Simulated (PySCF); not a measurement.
**Property card for 1,3,5-triazine (`C1=NC=NC=N1`)**

1,3,5-triazine, C3H3N3.
SMILES with atom numbers: `[cH:1]1[n:2][cH:3][n:4][cH:5][n:6]1` (hydrogens: H7 on C1; H8 on C3; H9 on C5)

Structural features include: pyridine-type ring nitrogen.

From PBE0-D3(BJ)/def2-TZVP geometry optimisation, gas phase (PySCF):

- Point group: D3h
- Rotational constants A, B, C: 6.534, 6.532, 3.267 GHz

CAM-B3LYP/aug-cc-pVTZ ground state and vertical TDDFT (core frozen in the response) (PySCF):

- Dipole moment: 0.00 D
- HOMO energy: -9.61 eV
- LUMO energy: -0.55 eV
- HOMO–LUMO gap: 9.06 eV
- Lowest singlet excitation: 4.79 eV (259 nm, f = 0.000)
- Strongest line among the 10 lowest singlet transitions: S7/S8 at 7.36 eV (169 nm, f = 0.038 summed over these states)
- Lowest triplet excitation (Tamm–Dancoff): 4.29 eV
- Static isotropic polarisability: 51.6 au
- Electronic spatial extent ⟨r²⟩ about the centre of nuclear charge: 384 bohr²

**B97-2/pcSseg-2 ground state and GIAO shieldings, non-relativistic (PySCF)**

* 13C chemical shifts (computed TMS as zero) by class: 175.2 (C1/C3/C5) ppm
* 1H chemical shifts (computed TMS as zero) by class: 9.36 (H7/H8/H9) ppm
* Isotropic shieldings of nuclei other than C and H, by class: -52 (N2/N4/N6) ppm

B3LYP/pcJ-2 indirect spin-spin coupling, non-relativistic, gas phase (PySCF):

- Largest of the computed one-bond spin–spin couplings (means over like bonds): 13C–1H +213.5 (C1–H7 and 2 like it), 15N–13C +5.1 (N2–C1 and 5 like it) Hz

Monoisotopic mass from the formula: 81.0327 u.

The rotational constants are those of an oblate symmetric top; the small spread among constants that symmetry makes equal is optimisation noise. The polarisability is 7.64 Å³ as a volume (1 au = 0.148185 Å³), or 1.23 au for each of the 42 electrons. With B = h/(8π²I), that is 505.379 GHz u Å² over I, the principal moments of inertia are 77.3, 77.4 and 154.7 u Å² (most abundant isotopes); the inertial defect Ic − Ia − Ib is 0.0 u Å² (zero for a rigid planar frame, negative otherwise). The principal polarisabilities are 33.3, 60.7 and 60.7 au; their mean is the isotropic value. The vertical singlet–triplet gap S1 − T1 is 0.50 eV (TDDFT singlet less Tamm–Dancoff triplet). Point group D3h forbids a permanent dipole, so the rigid molecule has no electric-dipole pure rotational spectrum.

Isolated species at its PBE0-D3(BJ)/def2-TZVP geometry, gas phase.

For the geometry optimisation (PBE0-D3(BJ)/def2-TZVP), on an AMD EPYC 9R45 with one thread, shared host with 192 logical CPUs at a one-minute load of 85, this took 56 s wall and 0.93 GiB of memory at its peak.
